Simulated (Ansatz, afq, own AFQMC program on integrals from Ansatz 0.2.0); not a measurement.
**NH⁻, doublet in 6-31++G**, levels against full CI**

```yaml
atoms:
  - { symbol: N, position_ang: [0.0000, 0.0000, 0.0000] }
  - { symbol: H, position_ang: [0.0000, 0.0000, 1.0366] }
```

Basis 6-31++G**. Noble-gas cores (and the filled d shells of Ga–Kr and In–Xe) are frozen. Integrals, coupled cluster, full CI and functionals: Ansatz 0.2.0; the random walks run on the same integrals in our own AFQMC program. ph-AFQMC/CISD is guided by a CISD state made of CCSD amplitudes; releasing the constraint for a short imaginary time cuts its bias at the price of noise, slowly where states lie close. Free projection: walkers drawn from exp(T), propagated without any constraint. Its projection time is finite, and what remains of the start isn't in its error. ± is one standard error of the sampling.

Determinant: UHF, the one that the program's search chose, which needn't be the lowest solution. The geometry is a PBE0/def2-TZVPD stationary point of this or a neighbouring charge and spin state.

Full CI on the same integrals is exact in this basis and with this determinant's frozen core.

Cautions: at this level and basis the anion state lies above a neutral one; an unrestricted solution with more broken spin lies lower (270 meV, ⟨S²⟩ 1.77).

```
T1 diagnostic                               : 0.0239
weight of the determinant in the CISD state : 0.922
⟨S²⟩ of the determinant                     : 0.780
size of the correlated space                : 7 electrons in 24 orbitals
```

```
  level  correlation energy (eV)
    MP2                  -4.2719
   CCSD                  -4.6760
CCSD(T)                  -4.7980
```

Q: Estimate where free-projection AFQMC lies against CCSD(T) on the same integrals.

A: 1.12 ± 0.47 mEh below CCSD(T).

Reference: full CI, correlation energy -4.829 eV. The released energy is read at 2.40 1/Eh (meV from the phaseless value at times in 1/Eh: -16 ± 15 at 0.24, -12 ± 11 at 0.51, -5 ± 8 at 0.99, -20 ± 9 at 1.62, -8 ± 14 at 2.40).

| level | E − E(reference) (mEh) | share of correlation (%) |
| --- | --- | --- |
| CCSD(T) | 1.13 | 99.37 |
| CCSDT | 0.50 | 99.72 |
| CCSDT(Q) | -0.04 | 100.02 |
| ph-AFQMC/HF | -0.66 ± 2.08 | 100.37 |
| ph-AFQMC/CISD | 0.35 ± 0.47 | 99.80 |
| released AFQMC | 0.04 ± 0.51 | 99.97 |
| free AFQMC | 0.01 ± 0.47 | 100.00 |

CCSDT and higher add their correlation energy to the determinant of the CCSD(T) run, since their own runs factorise the integrals more tightly (a shift of under 2 meV). Free projections are given only where their last times agree within the noise and don't stop above the reference; a slow remainder of the start can still hide under it. A walk keeps the symmetry of its determinant, which the program's search chose and which needn't be the lowest solution, so a lower state of the same spin and another symmetry isn't excluded. Released energies are given only where the last usable release times agree within the noise; a slower fall can still hide under it.
